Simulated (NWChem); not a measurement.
# LiH; SMILES [LiH]

Computed with NWChem. Pople sets run with spherical d functions. All runs use the structure optimised with PBE-D3(BJ)/def2-SVP. Gas phase, vertical.

Hartree-Fock/6-31+G*, CIS puts singlet state 1 at 4.11 eV with oscillator strength 0.077; the lowest singlet and triplet lie at 4.11 and 3.05 eV.

### Question
Give the wavelength, the transition dipole and the radiative lifetime of that state in vacuum, and the vertical singlet-triplet gap.

### Answer

1. λ = 1239.84/4.11 = 302 nm, or 33150 cm⁻¹.
2. f = (2/3) ΔE μ² in atomic units, so μ = √(1.5 f/ΔE) = 0.87 a.u. = 2.22 D.
3. τ = 1.499 s cm⁻² / (f ν²) = 18 ns, for a non-degenerate state that emits at the vertical energy.
4. S1 − T1 = 1.06 eV; if both came from one orbital pair it would be twice their exchange integral.
